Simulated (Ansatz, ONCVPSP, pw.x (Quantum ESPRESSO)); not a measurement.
## What a changed setting does to a pw.x run (fcc Ta)

Potential: optimised norm-conserving Vanderbilt (ONCV), ONCVPSP 4.0.1.1 (patched build), PBEsol; core [Kr] 4d10 4f14, reference 5s2 5p6 5d3 6s2; waves: 5s+6s: rc 1.80 bohr, ncon 4, nbas 8, qcut 7.7 1/bohr, 2 projectors; 5p: rc 1.75 bohr, ncon 3, nbas 6, qcut 10 1/bohr, 2 projectors, debl 1.7 Ha; 5d: rc 1.80 bohr, ncon 4, nbas 8, qcut 6.2 1/bohr, 2 projectors, debl 3.5 Ha; local part: polynomial inside 1.70 bohr (lpopt 5, dvloc0 1 Ha); core correction: Teter function, fcfact 3.25, rcfact 1.8.

The reference run (k-mesh 14³, cutoffs 70/280 Ry, Fermi–Dirac 0.01 Ry, mixing_beta 0.4, conv_thr 1e-9, no spin) gives -3.23 GPa at 18.281 Å³/atom, where all-electron LAPW gives -0.64 GPa. This run, with its own iteration cap, changes startingwfc to random.

```
&control
  calculation='scf', prefix='x', pseudo_dir='./', outdir='./tmp', tstress=.true., disk_io='none'
/
&system
  ibrav=0, nat=1, ntyp=1, ecutwfc=70, ecutrho=280, nbnd=14,
  occupations='smearing', smearing='fd', degauss=0.01
/
&electrons
  conv_thr=1e-09, mixing_beta=0.4, electron_maxstep=60, startingwfc='random'
/
ATOMIC_SPECIES
Ta 1.0 Ta.UPF
CELL_PARAMETERS angstrom
  0.00000000 2.09085212 2.09085212
  2.09085212 0.00000000 2.09085212
  2.09085212 2.09085212 0.00000000
ATOMIC_POSITIONS crystal
Ta 0.0000 0.0000 0.0000
K_POINTS automatic
14 14 14 0 0 0
```

```bash
pw.x < Ta.scf.in > Ta.scf.out
```

**Question.** How does the run end?

**Answer.** It converges in 7 iterations; the free energy moves by +0.0 meV/atom and the pressure by -0.02 GPa. The result is that of the reference run.

```
Message from routine setup:
     using ibrav=0 with symmetry is DISCOURAGED, use correct ibrav instead
     lattice parameter (alat)  =       5.5878  a.u.
     unit-cell volume          =     123.3663 (a.u.)^3
     number of electrons       =        13.00
     number of Kohn-Sham states=           14
     kinetic-energy cutoff     =      70.0000  Ry
     charge density cutoff     =     280.0000  Ry
     scf convergence threshold =      1.0E-09
     Exchange-correlation= PBESOL
     number of k points=   104  Fermi-Dirac smearing, width (Ry)=  0.0100
     iteration #  1     ecut=    70.00 Ry     beta= 0.40
     total energy              =    -134.85067763 Ry
     estimated scf accuracy    <       0.03048393 Ry
     iteration #  2     ecut=    70.00 Ry     beta= 0.40
     total energy              =    -134.85049260 Ry
     estimated scf accuracy    <       0.00499656 Ry
     iteration #  3     ecut=    70.00 Ry     beta= 0.40
     total energy              =    -134.85106733 Ry
     estimated scf accuracy    <       0.00022323 Ry
     iteration #  4     ecut=    70.00 Ry     beta= 0.40
     total energy              =    -134.85107850 Ry
     estimated scf accuracy    <       0.00000094 Ry
     iteration #  5     ecut=    70.00 Ry     beta= 0.40
     total energy              =    -134.85107881 Ry
     estimated scf accuracy    <       0.00000013 Ry
     iteration #  6     ecut=    70.00 Ry     beta= 0.40
     total energy              =    -134.85107882 Ry
     estimated scf accuracy    <          1.1E-09 Ry
     iteration #  7     ecut=    70.00 Ry     beta= 0.40
     the Fermi energy is    18.3571 ev
!    total energy              =    -134.85107882 Ry
     estimated scf accuracy    <          3.8E-10 Ry
     smearing contrib. (-TS)   =      -0.00553950 Ry
     The total energy is F=E-TS. E is the sum of the following terms:
     one-electron contribution =     -15.87556543 Ry
     hartree contribution      =      14.67966577 Ry
     xc contribution           =     -35.59665907 Ry
     ewald contribution        =     -98.05298059 Ry
     convergence has been achieved in   7 iterations
          total   stress  (Ry/bohr**3)                   (kbar)     P=      -32.46
     Message from routine punch:
     Nothing written, as per user request (disk_io='none')
```

The run took about 38 s on one core of a shared host (Neoverse-N1, 64 threads, 124 GiB, load 52).
